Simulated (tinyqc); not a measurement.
Inside a calculation. Method: MP2 on RHF in the sto-6g basis, for H3O+, spin multiplicity 1. One step of it, computed by the program tinyqc.

Problem. Second-order Moller-Plesset energy. E2 = sum_ijab (ia|jb) [2 (ia|jb) - (ib|ja)] / (e_i + e_j - e_a - e_b) over occupied i, j and virtual a, b; the opposite-spin part is (ia|jb)^2 / denominator, the rest is same-spin, and SCS-MP2 scales them by 6/5 and 1/3.

orbital energies (hartree): MO1 -21.137891, MO2 -1.812690, MO3 -1.103805, MO4 -1.103574, MO5 -0.936785, MO6 0.096200, MO7 0.242075, MO8 0.242410

Two-electron integrals over orbitals (pq|rs), unique and non-zero (hartree):
```
(11|11) 4.761419    (21|11) -0.435811   (21|21) 0.064775    (22|11) 1.040627
(22|21) -0.015112   (22|22) 0.741185    (31|31) 0.014757    (32|31) 0.021501
(32|32) 0.139851    (33|11) 0.876463    (33|21) -0.005998   (33|22) 0.669624
(33|33) 0.674663    (41|11) 0.000040    (41|21) -0.000005   (41|22) 3.42e-06
(41|33) -0.002232   (41|41) 0.014760    (42|11) -0.000035   (42|21) 2.21e-06
(42|22) -4.30e-06   (42|33) -0.031973   (42|41) 0.021503    (42|42) 0.139835
(43|31) -0.002235   (43|32) -0.031976   (43|43) 0.041126    (44|11) 0.876509
(44|21) -0.006000   (44|22) 0.669632    (44|33) 0.592391    (44|41) 0.002233
(44|42) 0.031965    (44|44) 0.674684    (51|11) -0.132577   (51|21) 0.016057
(51|22) -0.015078   (51|33) -0.004020   (51|41) -8.26e-07   (51|42) 2.00e-06
(51|44) -0.004019   (51|51) 0.028982    (52|11) 0.067692    (52|21) -0.008219
(52|22) -0.023519   (52|33) 0.005224    (52|41) 1.74e-06    (52|42) 0.000006
(52|44) 0.005237    (52|51) 0.026767    (52|52) 0.132304    (53|31) 0.004359
(53|32) 0.005779    (53|43) 0.005148    (53|53) 0.037662    (54|11) 0.000013
(54|21) 6.58e-07    (54|22) 0.000012    (54|33) 0.005154    (54|41) 0.004361
(54|42) 0.005796    (54|44) -0.005144   (54|51) -2.17e-06   (54|52) -0.000007
(54|54) 0.037663    (55|11) 1.085448    (55|21) -0.014024   (55|22) 0.724847
(55|33) 0.653558    (55|41) 1.78e-06    (55|42) -0.000016   (55|44) 0.653574
(55|51) 0.012985    (55|52) 0.086766    (55|54) 0.000005    (55|55) 0.869328
(61|11) -0.294189   (61|21) 0.045593    (61|22) -0.006780   (61|33) -0.003221
(61|41) 4.40e-06    (61|42) 0.000013    (61|44) -0.003220   (61|51) 0.002974
(61|52) -0.014739   (61|54) 3.67e-06    (61|55) -0.014274   (61|61) 0.034901
(62|11) 0.347753    (62|21) -0.010172   (62|22) 0.152177    (62|33) 0.105507
(62|41) 0.000010    (62|42) 0.000025    (62|44) 0.105533    (62|51) -0.015119
(62|52) -0.024949   (62|54) 0.000015    (62|55) 0.141745    (62|61) -0.002737
(62|62) 0.088805    (63|31) 0.006819    (63|32) -0.008382   (63|43) 0.022254
(63|53) 0.007794    (63|63) 0.049549    (64|11) 0.000183    (64|21) -2.56e-06
(64|22) 0.000087    (64|33) 0.022318    (64|41) 0.006824    (64|42) -0.008346
(64|44) -0.022187   (64|51) 1.75e-06    (64|52) 0.000022    (64|54) 0.007793
(64|55) 0.000102    (64|61) 1.33e-06    (64|62) 0.000051    (64|64) 0.049553
(65|11) -0.130882   (65|21) -0.001083   (65|22) -0.076443   (65|33) -0.044644
(65|41) 3.95e-06    (65|42) 0.000025    (65|44) -0.044644   (65|51) 0.011768
(65|52) 0.030739    (65|54) 0.000009    (65|55) -0.068276   (65|61) -0.004828
(65|62) -0.050182   (65|64) -0.000019   (65|65) 0.037251    (66|11) 0.706704
(66|21) -0.007445   (66|22) 0.552336    (66|33) 0.518065    (66|41) 0.000013
(66|42) 0.000073    (66|44) 0.518099    (66|51) -0.017759   (66|52) -0.056185
(66|54) -1.00e-07   (66|55) 0.508027    (66|61) 0.000161    (66|62) 0.072750
(66|64) 0.000008    (66|65) -0.040237   (66|66) 0.497040    (71|11) -0.000132
(71|21) 0.000020    (71|22) -0.000005   (71|33) 0.002025    (71|41) -0.016436
(71|42) -0.022487   (71|44) -0.002027   (71|51) 1.05e-06    (71|52) -0.000007
(71|54) -0.004894   (71|55) -0.000007   (71|61) 0.000006    (71|62) -0.000011
(71|64) -0.007245   (71|65) -0.000006   (71|66) -0.000013   (71|71) 0.018340
(72|11) 0.000128    (72|21) -0.000005   (72|22) 0.000045    (72|33) -0.012157
(72|41) -0.014513   (72|42) -0.045874   (72|44) 0.012228    (72|51) -0.000007
(72|52) -0.000011   (72|54) -0.020181   (72|55) 0.000046    (72|61) -0.000009
(72|62) 0.000011    (72|64) -0.035566   (72|65) -0.000029   (72|66) 0.000008
(72|71) 0.015446    (72|72) 0.051111    (73|31) -0.002755   (73|32) -0.038212
(73|43) 0.003866    (73|53) 0.006133    (73|63) 0.023208    (73|73) 0.032897
(74|11) -0.364791   (74|21) 0.007336    (74|22) -0.154630   (74|33) -0.127676
(74|41) 0.002762    (74|42) 0.038225    (74|44) -0.119975   (74|51) -0.000811
(74|52) -0.040703   (74|54) -0.006126   (74|55) -0.185567   (74|61) 0.005517
(74|62) -0.081047   (74|64) -0.023243   (74|65) 0.034289    (74|66) -0.043108
(74|71) -0.003069   (74|72) 0.002366    (74|74) 0.146720    (75|11) -0.000055
(75|21) -7.25e-07   (75|22) -0.000032   (75|33) 0.012522    (75|41) -0.006885
(75|42) -0.042089   (75|44) -0.012560   (75|51) 0.000005    (75|52) 0.000011
(75|54) -0.022299   (75|55) -0.000026   (75|61) -0.000006   (75|62) -0.000031
(75|64) 0.014680    (75|65) -4.07e-07   (75|66) -0.000038   (75|71) 0.007482
(75|72) 0.011217    (75|74) -0.015292   (75|75) 0.034064    (76|11) -0.000049
(76|21) 7.74e-08    (76|22) -0.000016   (76|33) 0.038966    (76|41) -0.012171
(76|42) -0.094781   (76|44) -0.039015   (76|51) -0.000007   (76|52) -0.000032
(76|54) 0.013726    (76|55) -0.000030   (76|61) -4.32e-06   (76|62) -0.000018
(76|64) 0.043474    (76|65) -0.000015   (76|66) -0.000068   (76|71) 0.012901
(76|72) -0.000259   (76|74) -0.047765   (76|75) 0.033195    (76|76) 0.113051
(77|11) 0.785128    (77|21) -0.007485   (77|22) 0.584335    (77|33) 0.527307
(77|41) 0.000671    (77|42) 0.032325    (77|44) 0.599989    (77|51) -0.002850
(77|52) 0.001040    (77|54) -0.011546   (77|55) 0.574000    (77|61) -0.004497
(77|62) 0.071949    (77|64) -0.039039   (77|65) -0.025546   (77|66) 0.495846
(77|71) -0.000541   (77|72) 0.021935    (77|74) -0.060305   (77|75) -0.016058
(77|76) -0.059423   (77|77) 0.581639    (81|31) 0.016440    (81|32) 0.022493
(81|43) -0.002030   (81|53) 0.004894    (81|63) 0.007243    (81|73) -0.003064
(81|81) 0.018353    (82|31) 0.014514    (82|32) 0.045873    (82|43) 0.012169
(82|53) 0.020184    (82|63) 0.035558    (82|73) 0.002427    (82|81) 0.015454
(82|82) 0.051115    (83|11) 0.364842    (83|21) -0.007337   (83|22) 0.154648
(83|33) 0.119982    (83|41) 0.002756    (83|42) 0.038160    (83|44) 0.127717
(83|51) 0.000812    (83|52) 0.040715    (83|54) -0.006122   (83|55) 0.185587
(83|61) -0.005516   (83|62) 0.081057    (83|64) -0.023130   (83|65) -0.034281
(83|66) 0.043177    (83|71) -0.003065   (83|72) 0.002447    (83|74) -0.082930
(83|75) -0.015310   (83|76) -0.047781   (83|77) 0.095811    (83|83) 0.146715
(84|31) 0.002754    (84|32) 0.038174    (84|43) -0.003841   (84|53) -0.006128
(84|63) -0.023175   (84|73) -0.030926   (84|81) 0.003063    (84|82) -0.002414
(84|84) 0.032854    (85|31) 0.006887    (85|32) 0.042108    (85|43) -0.012542
(85|53) 0.022298    (85|63) -0.014688   (85|73) -0.015315   (85|81) 0.007487
(85|82) 0.011227    (85|84) 0.015298    (85|85) 0.034082    (86|31) 0.012172
(86|32) 0.094793    (86|43) -0.038952   (86|53) -0.013731   (86|63) -0.043464
(86|73) -0.047799   (86|81) 0.012908    (86|82) -0.000235   (86|84) 0.047749
(86|85) 0.033201    (86|86) 0.113007    (87|31) 0.000686    (87|32) 0.032439
(87|43) -0.036368   (87|53) -0.011566   (87|63) -0.039125   (87|73) -0.017809
(87|81) 0.000556    (87|82) -0.021899   (87|84) 0.017774    (87|85) 0.016085
(87|86) 0.059487    (87|87) 0.049258    (88|11) 0.785308    (88|21) -0.007490
(88|22) 0.584394    (88|33) 0.600046    (88|41) -0.000678   (88|42) -0.032379
(88|44) 0.527314    (88|51) -0.002849   (88|52) 0.001055    (88|54) 0.011558
(88|55) 0.574080    (88|61) -0.004502   (88|62) 0.071982    (88|64) 0.039138
(88|65) -0.025566   (88|66) 0.495797    (88|71) 0.000546    (88|72) -0.021886
(88|74) -0.095861   (88|75) 0.016053    (88|76) 0.059445    (88|77) 0.483336
(88|83) 0.060359    (88|88) 0.581749
```

Hartree-Fock energy = -76.03896764 hartree

Give: Terms; Pair energies; MP2 correlation energy; SCS-MP2 correlation energy; MP2 total energy.

Solution.

Terms (the 40 largest of 117):
```
i  j  a  b  (ia|jb)  (ib|ja)  denominator       term
4  4  7  7   0.1467   0.1467      -2.6913    -0.0080
3  3  8  8   0.1467   0.1467      -2.6924    -0.0080
4  3  7  8  -0.0829  -0.0309      -2.6919    -0.0042
3  4  8  7  -0.0829  -0.0309      -2.6919    -0.0042
3  2  8  6   0.0811   0.0356      -3.2551    -0.0032
2  3  6  8   0.0811   0.0356      -3.2551    -0.0032
2  4  6  7  -0.0810  -0.0356      -3.2545    -0.0032
4  2  7  6  -0.0810  -0.0356      -3.2545    -0.0032
2  2  6  6   0.0888   0.0888      -3.8178    -0.0021
4  4  6  6   0.0496   0.0496      -2.3995    -0.0010
3  3  6  6   0.0495   0.0495      -2.4000    -0.0010
5  2  6  6  -0.0502  -0.0502      -2.9419    -0.0009
2  5  6  6  -0.0502  -0.0502      -2.9419    -0.0009
4  5  7  6   0.0343   0.0147      -2.3786    -0.0008
5  4  6  7   0.0343   0.0147      -2.3786    -0.0008
5  3  6  8  -0.0343  -0.0147      -2.3792    -0.0008
3  5  8  6  -0.0343  -0.0147      -2.3792    -0.0008
5  5  6  6   0.0373   0.0373      -2.0660    -0.0007
2  2  7  7   0.0511   0.0511      -4.1095    -0.0006
2  2  8  8   0.0511   0.0511      -4.1102    -0.0006
5  5  8  8   0.0341   0.0341      -2.3584  -4.93e-04
5  5  7  7   0.0341   0.0341      -2.3577  -4.92e-04
3  3  7  7   0.0329   0.0329      -2.6918  -4.02e-04
4  4  8  8   0.0329   0.0329      -2.6920  -4.01e-04
4  3  8  7  -0.0309  -0.0829      -2.6919   2.42e-04
3  4  7  8  -0.0309  -0.0829      -2.6919   2.42e-04
4  4  6  7  -0.0232  -0.0232      -2.5454  -2.12e-04
4  4  7  6  -0.0232  -0.0232      -2.5454  -2.12e-04
3  3  6  7   0.0232   0.0232      -2.5459  -2.12e-04
3  3  7  6   0.0232   0.0232      -2.5459  -2.12e-04
3  4  6  8  -0.0232  -0.0231      -2.5460  -2.11e-04
4  3  8  6  -0.0232  -0.0231      -2.5460  -2.11e-04
4  3  6  8  -0.0231  -0.0232      -2.5460  -2.10e-04
3  4  8  6  -0.0231  -0.0232      -2.5460  -2.10e-04
3  2  6  8   0.0356   0.0811      -3.2551   1.09e-04
2  3  8  6   0.0356   0.0811      -3.2551   1.09e-04
2  4  7  6  -0.0356  -0.0810      -3.2545   1.08e-04
4  2  6  7  -0.0356  -0.0810      -3.2545   1.08e-04
3  5  7  8  -0.0153  -0.0153      -2.5251  -9.29e-05
5  3  8  7  -0.0153  -0.0153      -2.5251  -9.29e-05
```

Pair energies (hartree; pair i-j sums ij and ji):
```
pair  opposite spin  same spin
1-1       -4.44e-05          0
2-1       -4.14e-05          0
2-2         -0.0033          0
3-1       -8.99e-06  -1.44e-05
3-2         -0.0048    -0.0013
3-3         -0.0098          0
4-1       -9.00e-06  -1.44e-05
4-2         -0.0048    -0.0013
4-3         -0.0067    -0.0020
4-4         -0.0098          0
5-1       -1.20e-05          0
5-2         -0.0019          0
5-3         -0.0015  -3.23e-04
5-4         -0.0015  -3.23e-04
5-5         -0.0017          0
```

MP2 correlation energy = -0.051280 hartree

SCS-MP2 correlation energy = -0.057005 hartree

MP2 total energy = -76.090247 hartree
